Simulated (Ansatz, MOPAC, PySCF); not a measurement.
Process, species as SMILES: ClC(C(Cl)Cl)Cl + 5 [H][H] (H2) -> 2 C (CH4) + 4 Cl (HCl)

Quantity: energy of full hydrogenation (enthalpy at 298 K), in kcal/mol. Conventions: six Cartesian d functions in 6-31G* and its kin unless marked 5d; valence correlation only; 6-311+G** with 5d, 6d on Na to Ar in Ansatz (a quantum-chemistry and plane-wave program); spin-orbit terms left out; non-relativistic; dispersion terms only where a functional's name holds one. CBS marks a two-point X^-3 extrapolation of the correlation energy; Hartree-Fock from the larger set. [CCSD(T)-MP2]/basis is that difference in the basis named. Ab initio and DFT rows: single points at B3LYP-D3(BJ) geometries (Ansatz), with unscaled harmonic terms from B3LYP/6-31G* (Ansatz) at its own minima. Semi-empirical rows: MOPAC heats of formation at their own minima for 298 K.

Measured values: Active Thermochemical Tables 1.112 (ions: stationary electron), as tabulated in the package chemicals; CRC Handbook, as tabulated in the package chemicals; they hold spin-orbit and core effects, anharmonicity and other conformers. 

Value to compare with, the measured value: -88.1 kcal/mol.

```csv
level,program,energy of full hydrogenation (enthalpy at 298 K) (kcal/mol),error
PM3,MOPAC,-10.8,77.3
MNDO,MOPAC,-50.8,37.3
HF/STO-3G,Ansatz,-73.1,15.0
SVWN5/6-31G*,Ansatz,-67.4,20.7
PBE/3-21G,Ansatz,-73.3,14.8
PBE/6-311+G**,Ansatz,-88.3,-0.2
BP86/def2-SVP,PySCF,-85.5,2.6
BP86/6-31G* (5d),PySCF,-73.2,14.9
B3LYP/6-31G*,Ansatz,-83.2,4.9
B3LYP/6-31+G*,Ansatz,-87.4,0.7
B3LYP/6-311+G**,Ansatz,-98.2,-10.1
M06-2X/6-311+G**,PySCF,-82.7,5.4
B3PW91/6-31G* (5d),PySCF,-82.3,5.8
PBE0/def2-TZVPD,Ansatz,-93.1,-5.0
"RI-MP2/CBS(cc-pV(T+d)Z,cc-pV(Q+d)Z)+[CCSD(T)-MP2]/cc-pV(T+d)Z",Ansatz,-87.8,0.3
```

Among the 13 habitual levels, PM3 lies farthest from the measured value (77.3 kcal/mol); 11 of 13 lie above it, and their mean absolute error is 16.1 kcal/mol, the median 10.1. One case shows no general order.

The levels are drawn from those run, B3LYP/6-31G* more often than the rest, none by its result; left out are runs that failed, that the program found above a lower state of the same kind, or whose <S^2> lies over 0.5 above the pure value.
